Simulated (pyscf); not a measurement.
A first-order saddle from PySCF, ωB97X-D3(BJ)/def2-SVP:

```xyz
17

C      0.5223     0.7027     1.7412
N     -0.0162     0.6690     0.3972
C     -0.1885     1.9678    -0.2250
Si     0.0055    -0.7381    -0.5679
O      1.3991    -0.9539    -1.5088
O     -0.1791    -2.0122     0.4775
O     -1.1464    -0.6820    -1.7540
H      1.5355     1.1540     1.7742
H     -0.1271     1.2996     2.4077
H      0.5813    -0.3164     2.1482
H     -0.6388     1.8504    -1.2219
H      0.7716     2.5091    -0.3399
H     -0.8617     2.6047     0.3781
H      2.4648    -0.5233    -0.7537
H      0.2160    -2.8390     0.1816
H     -2.0498    -0.8325    -1.4569
H      2.9114    -0.2416    -0.0982
```
Charge 0, spin multiplicity 2.

Surface: doublet, charge 0. Lowest wavenumbers (cm⁻¹): 1031i, 54, 65, 125, 186.

Q: Which two sides does it connect, and which bonds change?

A: H₃C–N(CH₃)–Si(OH)(OH)–OH + H atom (H•) <-> H₃C–N(CH₃)–Si(O•)(OH)–OH + hydrogen (H₂), a hydrogen abstraction read from left to right: H–O broken and H–H formed. At ωB97M-D3(BJ)/def2-TZVP it lies +20.8 kcal/mol from the left side and +10.0 kcal/mol from the right (each side as separated species at their lowest minima found). H₃C–N(CH₃)–Si(O•)(OH)–OH lies 20.6 kcal/mol over its isomer •H₂C–N(CH₃)–Si(OH)(OH)–OH (electronic energy, ωB97M-D3(BJ)/def2-TZVP). One saddle was located; it need not be the lowest between these sides. The angle at the transferred H is 161°.
